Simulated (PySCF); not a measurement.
Cartesian coordinates in Å; atom numbers follow the order of the lines, from 1:
```xyz
10

C    -1.176   -0.348    0.040
C     0.054    0.535   -0.034
C     1.337   -0.239    0.033
O     1.467   -1.410    0.139
Cl    2.772    0.838   -0.062
H    -2.088    0.264    0.001
H    -1.190   -0.932    0.971
H    -1.204   -1.060   -0.797
H     0.088    1.277    0.782
H     0.089    1.133   -0.960
```

Geometry: PBE0-D3(BJ)/def2-SVP; GIAO shifts from PySCF, gas phase, non-relativistic, averaged over equivalent atoms.

At PBE0/pcSseg-0 (59 basis functions, 3.6 s wall time on 1 thread of an Intel Xeon Platinum 8488C, shared host):
```json
{"atoms": "C3", "δ (ppm)": "197.6"}
{"atoms": "C2", "δ (ppm)": "44.4"}
{"atoms": "C1", "δ (ppm)": "11.5"}
{"atoms": "O4", "δ (ppm)": "651.6"}
{"atoms": "Cl5", "δ (ppm)": "453.5"}
{"atoms": "H9/H10", "δ (ppm)": "2.89"}
{"atoms": "H6/H7/H8", "δ (ppm)": "1.29"}
```

References, each an isolated molecule treated in the same way: ¹³C (σref 193.52) and ¹H (σref 32.83) vs TMS; ¹⁷O (σref 337.86) against H2O; ³⁵Cl (σref 952.40) against HCl.

Estimate the result of repeating the calculation with PBE0/IGLO-III.

## Answers


```tsv
atoms	δ at PBE0/IGLO-III	change
C3	188.4	-9.2
C2	44.6	+0.2
C1	10.5	-1.0
O4	571.1	-80.5
Cl5	474.5	+21.0
H9/H10	2.99	+0.10
H6/H7/H8	1.05	-0.24
```

Chemical shifts δ = σref − σ; ¹³C (σref 183.78) and ¹H (σref 31.37) against TMS; ¹⁷O (σref 327.19) vs H2O; ³⁵Cl (σref 944.80) against HCl, all at this level.

The largest change is at O4 (carbonyl oxygen). Cost: 234 basis functions, 20 s wall time on 1 thread of an Intel Xeon Platinum 8488C, shared host. The order of the carbon signals is the same at both levels.

Carbons that carry Cl, above all several Cl atoms, come out too deshielded, partly because spin–orbit coupling is missing. Unscaled 17O shifts of doubly bonded oxygen tend to come out too high, by tens of ppm or more. Experimental scales use liquid or dissolved standards, which lie at an offset from isolated H2O (liquid H2O: subtract about 36 ppm).
